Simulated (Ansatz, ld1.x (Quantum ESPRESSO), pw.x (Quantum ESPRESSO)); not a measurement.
**W (Z = 74): one change to the TM potential, in the atom and in the sc crystal**

ld1.x (Quantum ESPRESSO) 7.5 input, shortened:

```
&input
   title='W', zed=74., rel=1, dft='PW', iswitch=3,
   config='[Xe] 4f14 5d4 6s2 6p0'
 /
 &inputp
   pseudotype=2, tm=.true., lloc=0,
   nlcc=.false.
 /
3
6P  2  1   0.00   0.00  3.65  3.65  0.0
5D  3  2   4.00   0.00  2.15  2.15  0.0
6S  1  0   2.00   0.00  2.30  2.30  0.0
 &test
   configts(1)='5d4 6s2 6p0'
 /
```

Change: all radii scaled by about 1.09 (s 2.50, p 3.96, d 2.34 bohr).

Cutoffs, loose and tight: the cutoffs (Ry, on a coarse ladder) from which the occupation-weighted sum of valence levels, in a spherical-Bessel basis at the reference potential, stays within 10 and 1 mRy of its value at 400 Ry. They do not see the model core or the augmentation charge, which bear on the density cutoff. Test errors are all-electron minus pseudo excitation energies from the reference, over the configurations 5d4 6s1 6p0; 5d4 6s0 6p0; 5d3 6s0 6p0; 5d4.5 6s1.5 6p0; 5d4 6s0 6p1; 5d4 6s1 6p1; 5d3 6s2 6p0 (two spin-polarised tests are not counted in the largest error); variants that change the core or the reference have their own tests.

Crystal test: sc W in pw.x 7.5, no spin, 13³ k-points, Fermi–Dirac smearing 0.01 Ry, cutoffs set for each file from its atomic test. The reference is all-electron LAPW (Ansatz 0.2.0) with the same functional, mesh and smearing; V0 and B0 come from Birch–Murnaghan fits to the pressures at five volumes. Errors are pseudo minus all-electron; Δ is the rms difference of the E(V) curves that follow from these fits, minima aligned, over ±6 % about the mean V0. Mesh and smearing are coarse, so the numbers serve the comparison and aren't converged zero-temperature values; the lattice is a test structure that the element need not adopt.

All-electron: a0 = 2.590 Å (V0 = 17.36 Å³/atom), B0 = 240.5 GPa.

**Question.** Does the change bring the crystal closer to the all-electron result?

**Answer.** The mean pressure error goes from +0.53 to +2.84 GPa, so the change moves the solid further from the all-electron pressures.

```
                       quantity       base    changed
                 outcome (atom)  generated  generated
           cutoff, loose (atom)      30 Ry      30 Ry
           cutoff, tight (atom)      35 Ry      35 Ry
            bound ghosts (atom)       none       none
largest test error (meV) (atom)        +48        +53
           cutoffs in pw.x (Ry)     45/180     45/180
                         a0 (Å)      2.591      2.600
                   a0 error (%)      +0.07      +0.40
                   B0 error (%)       -2.7       -3.2
                   Δ (meV/atom)        2.0       10.9
      mean pressure error (GPa)      +0.53      +2.84
```

Base: The largest radius (3.65 bohr) exceeds half the bond length (2.45 bohr), so the spheres overlap, which is one possible source of error among others. Changed file: The largest radius (3.96 bohr) exceeds half the bond length (2.45 bohr), so the spheres overlap, which is one possible source of error among others. The atomic cutoffs weigh occupied waves only.
